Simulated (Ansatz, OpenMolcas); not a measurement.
B2NH5 (SMILES BNB): the vertical energy of the triplet above the singlet, rung by rung

B2NH5 has 8 atoms, charge 0, and is taken as a singlet. As SMILES, `BNB`. The shape is that of a PBE0-D4/def2-TZVP optimisation.

```xyz
8

B    -0.8282    0.6549   -0.6933
N     0.2600    0.3777    0.1708
B     0.6952   -0.9109    0.5677
H    -1.4494   -0.2614   -1.1401
H    -1.0978    1.7912   -0.9541
H     0.7710    1.1695    0.5365
H     1.6316   -1.0142    1.3056
H     0.1097   -1.8641    0.1509
```

Each level gives the vertical energy of the triplet above the singlet (eV). The values are calculated.

```json
{"level": "SVWN5/aug-cc-pVDZ", "kind": "LDA", "program": "Ansatz", "value (eV)": "4.90", "CPU time (all runs)": "17 s"}
{"level": "BLYP/aug-cc-pVDZ", "kind": "GGA", "program": "OpenMolcas", "value (eV)": "5.19", "CPU time (all runs)": "4.1 min"}
{"level": "revPBE/aug-cc-pVDZ", "kind": "GGA", "program": "OpenMolcas", "value (eV)": "5.08", "CPU time (all runs)": "3.7 min"}
{"level": "M06-L/aug-cc-pVDZ", "kind": "meta-GGA", "program": "OpenMolcas", "value (eV)": "5.42", "CPU time (all runs)": "6.2 min"}
{"level": "TPSS/aug-cc-pVDZ", "kind": "meta-GGA", "program": "OpenMolcas", "value (eV)": "5.36", "CPU time (all runs)": "6.5 min"}
{"level": "B3LYP/aug-cc-pVDZ", "kind": "global hybrid", "program": "Ansatz", "value (eV)": "5.72", "CPU time (all runs)": "64 s"}
{"level": "BHLYP/aug-cc-pVDZ", "kind": "global hybrid", "program": "Ansatz", "value (eV)": "6.24", "CPU time (all runs)": "47 s"}
{"level": "RPA@PBE/aug-cc-pVDZ", "kind": "RPA", "program": "Ansatz", "value (eV)": "5.64", "CPU time (all runs)": "80 s"}
```

The values span 4.90 to 6.24 eV. CPU times are rough (shared hosts, several kinds of processor and program).
